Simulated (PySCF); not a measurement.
**Stretching BN**

Set-up: PySCF, spin-free X2C with a Gaussian nucleus, basis sets B jorge-DZP-DKH, N jorge-DZP-DKH. Energies in eV from B + N in their ground configurations at the same level. All curves are PBE0. state 1: ³Π (triplet), unpaired electrons σ ↑, π ↑; state 2: Ms = 0 determinant of mixed spin (⟨S²⟩ near 1.0), unpaired electrons σ ↑, π ↓, a second solution, started from another occupation; state 3: Ms = 0 determinant of mixed spin (⟨S²⟩ near 0.7), paired orbitals spin-polarised, a second solution, started from another occupation; state 4: ³Σ⁻ (triplet), unpaired electrons π ↑↑, a second solution, started from another occupation.

| R (Å) | state 1 | state 2 | state 3 | state 4 |
| --- | --- | --- | --- | --- |
| 1.144 | -3.165 | -2.950 | -3.234 | 0.000 |
| 1.197 | -3.947 | -3.746 | -3.759 | -1.213 |
| 1.250 | -4.385 | -4.198 | -3.973 | -2.059 |
| 1.290 | -4.542 | -4.365 | -3.978 | -2.507 |
| 1.330 | -4.586 | -4.417 | -3.882 | -2.829 |
| 1.370 | -4.540 | -4.379 | -3.708 | -3.049 |
| 1.423 | -4.376 | -4.223 | -3.387 | -3.219 |
| 1.490 | -4.058 | -3.908 | -2.894 | -3.283 |
| 1.569 | -3.587 | -3.426 | -2.236 | -3.212 |
| 1.676 | -2.920 | -2.716 | -1.350 | -2.967 |

Question: Put a parabola through the three lowest points of the state 1 curve and estimate Re, k and ωe (reduced mass 6.164 u; 1 eV/Å² = 0.16022 mdyn/Å; ωe = 1302.8·√(k/μ) cm⁻¹).

Answer: Through R = 1.29, 1.33, 1.37 Å the second-order coefficient is 28.1 eV/Å², so Re ≈ 1.330 Å, k ≈ 9.01 mdyn/Å and ωe ≈ 1575 cm⁻¹. A polynomial fit of higher order to the unrounded PBE0 energies gives Re = 1.328 Å, k = 9.04 mdyn/Å, ωe = 1578 cm⁻¹; anharmonicity and rounding make the difference.

The higher-order fit for each curve: state 1: Re = 1.328 Å, ωe = 1578 cm⁻¹, De = 4.59 eV; state 2: Re = 1.332 Å, ωe = 1570 cm⁻¹, minimum 4.42 eV below the ground-state fragments; state 3: Re = 1.272 Å, ωe = 1770 cm⁻¹, minimum 3.99 eV below the ground-state fragments; state 4: Re = 1.489 Å, ωe = 1067 cm⁻¹, minimum 3.28 eV below the ground-state fragments.

⟨S²⟩ of the unrestricted solution departs from its pure value on part of the curve, where spin states mix. The state was picked by a PBE0 search and need not be the measured ground state.
